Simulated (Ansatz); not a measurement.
**CH3O (SMILES C[O]): the vertical ionisation energy from total energies**

The species is CH3O (5 atoms), meant as a doublet with charge 0. As SMILES, `C[O]`. The coordinates come from a PBE0-D4/def2-TZVP relaxation.

Both states at this one shape; open shells run unrestricted unless said. 1 Eh = 27.2114 eV.

| level | program | doublet CH3O (Eh) | singlet CH3O+ (Eh) |
| --- | --- | --- | --- |
| USVWN5/STO-3G | Ansatz | -112.575564 | -112.209492 |
| U-r2SCAN/STO-3G | Ansatz | -113.482726 | -113.090435 |
| UCAM-B3LYP/STO-3G | Ansatz | -113.468923 | -113.077522 |

Problem. Work out the vertical ionisation energy at each level.

Solution. 
1. USVWN5/STO-3G: -112.209492 − (-112.575564) = 0.366072 Eh = 9.96 eV.
2. U-r2SCAN/STO-3G: -113.090435 − (-113.482726) = 0.392291 Eh = 10.67 eV.
3. UCAM-B3LYP/STO-3G: -113.077522 − (-113.468923) = 0.391401 Eh = 10.65 eV.

No measured value is set beside it here; the levels span 9.96 to 10.67 eV. Minimal sets are far from the basis-set limit.
